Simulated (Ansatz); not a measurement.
This Ansatz (a first-principles code) input (wB97M-V/6-311+G**) gives -500.07824 Eh with 71 basis functions. A basis named .json is the Basis Set Exchange file of that set (core-valence sets with the plain set on hydrogen).

Ansatz 0.2 input:
```yaml
crystal:
  periodic: [false, false, false]
  atoms:
    - {symbol: C, position_ang: [0.00819413, 0.01326082, -1.13371283]}
    - {symbol: Cl, position_ang: [-0.00477402, -0.00772595, 0.66051769]}
    - {symbol: H, position_ang: [0.01747178, 1.04777215, -1.46340501]}
    - {symbol: H, position_ang: [0.89974992, -0.50396843, -1.47517859]}
    - {symbol: H, position_ang: [-0.88522815, -0.49202752, -1.48794019]}
basis:
  gaussian:
    orbitals: 6-311+G__.json
hamiltonian:
  xc: {name: wB97M-V}
magnetization: {spin_polarized: false}
```

Change:
```diff
- orbitals: 6-311+G__.json
+ orbitals: 6-31G__.json
```

What does the run give now?

-500.04033 Eh (wB97M-V/6-31G**, 49 functions), a change of +37.91 mEh.
